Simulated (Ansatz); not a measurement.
Worked example: PF, quintet against PF, triplet

Geometry (PBE0/def2-TZVP stationary point of a triplet), kept for both states (PF, triplet: Σ⁻; PF, quintet: Σ⁻):

```yaml
atoms:
  - { symbol: F, position_ang: [0.0000, 0.0000, 0.0000] }
  - { symbol: P, position_ang: [0.0000, 0.0000, 1.5934] }
```

Basis cc-pVDZ; Ansatz 0.2.0. Correlated methods freeze the noble-gas cores. R marks a restricted (for open shells ROHF) determinant, U an unrestricted one.

Full CI isn't at hand for all of this; UCCSDTQ serves as the reference, and is uncertain by about the last step of the cluster series.

```json
{"level": "UHF", "E(PF, triplet) (hartree)": "-440.163687", "E(PF, quintet) (hartree)": "-439.911020"}
{"level": "UMP2", "E(PF, triplet) (hartree)": "-440.425418", "E(PF, quintet) (hartree)": "-440.149102"}
{"level": "UCCSD(T)", "E(PF, triplet) (hartree)": "-440.448236", "E(PF, quintet) (hartree)": "-440.165911"}
{"level": "PBE", "E(PF, triplet) (hartree)": "-440.894673", "E(PF, quintet) (hartree)": "-440.614032"}
{"level": "PBE0", "E(PF, triplet) (hartree)": "-440.923538", "E(PF, quintet) (hartree)": "-440.643015"}
{"level": "UCCSDTQ", "E(PF, triplet) (hartree)": "-440.449341", "E(PF, quintet) (hartree)": "-440.166987"}
```

Give the vertical gap, PF quintet less PF triplet, at each level in eV (1 hartree = 27.2114 eV), and each error against UCCSDTQ.

UCCSDTQ: (-440.166987 − (-440.449341)) × 27.2114 = 7.683 eV (the reference)
PBE0: (-440.643015 − (-440.923538)) × 27.2114 = 7.633 eV, error -0.050 eV
PBE: (-440.614032 − (-440.894673)) × 27.2114 = 7.637 eV, error -0.046 eV
UCCSD(T): (-440.165911 − (-440.448236)) × 27.2114 = 7.682 eV, error -0.001 eV
UMP2: (-440.149102 − (-440.425418)) × 27.2114 = 7.519 eV, error -0.164 eV
UHF: (-439.911020 − (-440.163687)) × 27.2114 = 6.875 eV, error -0.808 eV

Total energies of functionals can't be set beside those of wave-function methods, since they hold the core's correlation and their own absolute errors; only the differences compare.

In so small a basis the reference is far from its limit while semilocal and hybrid functionals are nearer theirs, so the functionals' errors here hold much of the reference's basis and frozen-core error, which can add to them or hide them.

Each level lands on the state that its own search finds. T1 diagnostics of restricted CCSD: 0.021 and 0.028.
